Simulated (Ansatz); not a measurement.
Density of states of Co$_{3}$Ir (Pm-3m, a = 3.639 Å, b = 3.639 Å, c = 3.639 Å, α = 90.00°, β = 90.00°, γ = 90.00°), in states per eV and primitive cell, averaged over bins of 0.4 eV. Method: DFT r2SCAN, scalar-relativistic, plane waves, PAW in Ansatz 0.2.0.

Cutoff 500 eV; k points 12×12×12 on the computed 4-atom cell (Γ-centred); Gaussian smearing, width 0.10 eV; collinear spin from starting moments 2.35 2.35 2.35 0.92 μB.

The cell is relaxed at this level. The states (both spins) are summed by tetrahedra on a 18×18×18 mesh at the self-consistent density. Energies are bin centres; the table starts no lower than −8 eV and ends at 6 eV, or lower where the solved bands end.

It is a metal at this level.

```tsv
E − E_F (eV)	total	Co 3d down	Co 3d up	Ir 5d down	Ir 5d up	Co 4s up	Co 4s down
-7.85	0.56	0.01	0.02	0.01	0.01	0.16	0.16
-7.45	0.67	0.01	0.03	0.02	0.03	0.17	0.17
-7.05	0.73	0.02	0.09	0.03	0.06	0.16	0.15
-6.65	1.43	0.03	0.44	0.04	0.30	0.25	0.17
-6.25	2.84	0.07	0.92	0.11	0.68	0.53	0.33
-5.85	3.56	0.17	1.36	0.32	0.79	0.27	0.39
-5.45	4.27	0.35	1.96	0.61	0.65	0.11	0.35
-5.05	5.08	0.43	2.47	0.62	1.04	0.11	0.21
-4.65	3.99	0.56	1.82	0.77	0.47	0.03	0.19
-4.25	6.38	1.07	3.00	1.37	0.46	0.08	0.15
-3.85	8.11	0.99	4.86	1.17	0.57	0.16	0.05
-3.45	8.44	0.83	5.67	0.87	0.51	0.16	0.08
-3.05	6.62	0.72	4.53	0.51	0.41	0.09	0.10
-2.65	3.60	1.14	1.68	0.25	0.17	0.05	0.08
-2.25	4.92	2.19	1.82	0.25	0.26	0.03	0.08
-1.85	8.20	2.88	2.43	0.55	1.79	0.06	0.14
-1.45	5.36	1.85	1.46	0.34	1.25	0.08	0.08
-1.05	6.72	3.68	1.21	0.38	0.99	0.16	0.06
-0.65	3.37	1.83	0.47	0.24	0.50	0.13	0.03
-0.25	3.32	1.77	0.39	0.36	0.42	0.20	0.02
0.15	3.17	2.16	0.12	0.42	0.14	0.15	0.03
0.55	4.22	3.31	0.06	0.44	0.08	0.12	0.05
0.95	4.76	3.79	0.05	0.56	0.06	0.10	0.05
1.35	4.82	3.47	0.06	0.83	0.07	0.09	0.07
1.75	2.78	1.68	0.06	0.45	0.08	0.10	0.11
2.15	1.56	0.64	0.06	0.10	0.09	0.11	0.21
2.55	0.97	0.17	0.06	0.05	0.08	0.14	0.08
2.95	0.89	0.14	0.04	0.06	0.06	0.12	0.04
3.35	1.09	0.20	0.03	0.11	0.04	0.11	0.09
3.75	1.07	0.17	0.03	0.09	0.04	0.10	0.11
4.15	0.95	0.13	0.02	0.07	0.03	0.08	0.10
4.55	0.87	0.10	0.02	0.05	0.02	0.07	0.09
4.95	0.79	0.08	0.01	0.04	0.02	0.06	0.08
5.35	0.72	0.06	0.01	0.03	0.01	0.05	0.07
5.75	0.68	0.04	0.01	0.02	0.01	0.05	0.05
```

The columns after the total are the main Löwdin projections on the occupied valence shells of the potentials; 2 others are left out. The rest of the total lies in those, in shells that are empty in the free atom, which aren't projected, and between the atoms.

The state reached may not be the lowest one. Spin-orbit coupling is left out, which matters for the bands of heavy elements.

Only this magnetic start was tried.

Whether Co3Ir exists in this form wasn't checked.

Cost: 1 run of about 2.6 core-minutes, on Arm Neoverse V1 (shared hosts).